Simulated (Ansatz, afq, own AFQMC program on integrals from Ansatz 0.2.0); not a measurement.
## AlCl, triplet in def2-TZVP, levels against CCSDT(Q)

```xyz
2

Al    0.0128    0.2022    0.0294
Cl   -0.1203   -1.8964   -0.2753
```

Basis def2-TZVP. Noble-gas cores (and the filled d shells of Ga–Kr and In–Xe) are frozen. Ansatz 0.2.0 and our own AFQMC program on the same integrals; the CISD trial comes from CCSD amplitudes, and released means the phaseless constraint is let go. ± is one standard error of the sampling.

Determinant: UHF, the one that the program's search chose, which needn't be the lowest solution. The geometry is a PBE0/def2-SVP stationary point of this or a neighbouring charge and spin state.

No full CI on the walks' own integrals is used here; CCSDT(Q) serves as the reference and is uncertain by about the last step of the cluster series.

```
T1 diagnostic                               : 0.0152
weight of the determinant in the CISD state : 0.898
⟨S²⟩ of the determinant                     : 2.003
size of the correlated space                : 10 electrons in 64 orbitals
```

| level | correlation energy (eV) |
| --- | --- |
| MP2 | -5.8031 |
| CCSD | -6.3821 |
| CCSD(T) | -6.6595 |

**Question.** Estimate where phaseless AFQMC with a CISD trial lies against CCSD(T) on the same integrals.

**Answer.** 2.5 ± 0.3 kJ/mol below CCSD(T).

Reference: CCSDT(Q), correlation energy -6.695 eV. The released energy is read at 2.40 1/Eh (meV from the phaseless value at times in 1/Eh: -3 ± 3 at 0.24, -7 ± 4 at 0.51, -3 ± 3 at 0.99, -15 ± 3 at 1.62, -11 ± 5 at 2.40).

```
         level  E − E(reference) (kJ/mol)  share of correlation (%)
       CCSD(T)                        3.4                     99.47
         CCSDT                        1.4                     99.79
 ph-AFQMC/CISD                  0.9 ± 0.3                     99.86
released AFQMC                 -0.2 ± 0.5                    100.02
```

A walk keeps the symmetry of its determinant, which the program's search chose and which needn't be the lowest solution, so a lower state of the same spin and another symmetry isn't excluded. Released energies are given only where the last usable release times agree within the noise; a slower fall can still hide under it.
